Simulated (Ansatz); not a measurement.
A calculation with Ansatz (development build ahead of 0.2.0).

```yaml
crystal:
  periodic: [false, false, false]
  atoms:
    - { symbol: Mg, position_ang: [0.0, 0.0, 0.0] }
    - { symbol: O, position_ang: [0.0, 0.0, 1.90155] }
basis:
  gaussian: { orbitals: def2-SVP }
total_charge: 1
magnetization:
  initial_magnetization: 1
hamiltonian:
  xc: hf
correlation:
  method: mp2
  frozen_orbitals: { Mg: 1, O: 1 }
scf:
  omitted_lower_state_checks: [starts, atomic_configurations, cluster_reference, orbital_swaps, given_window_search, neighbouring_geometries, increment]
```

The input is written out in the form of the current development build from the run's settings. Correlation on restricted open-shell orbitals is semicanonical, with singles.

Results

- Converged: yes
- Reference energy: -274.01512 hartree
- Correlation energy: -0.16992 hartree
- Total energy: -274.18504 hartree
- Spin squared of the determinant: 0.750
- Stability test: minimum among restricted orbitals
- Occupied orbitals by symmetry in an Abelian subgroup (alpha; beta): 6 A1 2 B1 2 B2; 6 A1 2 B1 1 B2

Messages of the program:
```
mean field -7456.33123198 eV, -274.0151186924 hartree, gradient 7.8e-6 eV, S^2 0.750000; 0 other ends of a descent, 0 dependent functions left out
```
